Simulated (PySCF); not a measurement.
dimethyl ether (C2H6O), SMILES COC. Heavy atoms are numbered as in [CH3:1][O:2][CH3:3]. Hydrogens are named by the atom that carries them.

Geometry optimised at PBE0-D3(BJ)/def2-TZVP.

All values below come from PySCF with KT2/pcSseg-1.

GIAO shieldings, no solvent; atoms alike by connectivity are averaged. δ = σ(ref) − σ: ¹³C against TMS (σ = 185.1 ppm); ¹⁷O against H2O (σ = 330.4 ppm); ¹H against TMS (σ = 31.47 ppm), references at their B3LYP-D3(BJ)/def2-TZVP geometries, non-relativistic.

```
nucleus     atoms  count  δ (ppm)
-------  --------  -----  -------
¹³C      C1 (CH3)      2     63.1
¹⁷O            O2      1     10.2
¹H        H on C1      6     3.31
```
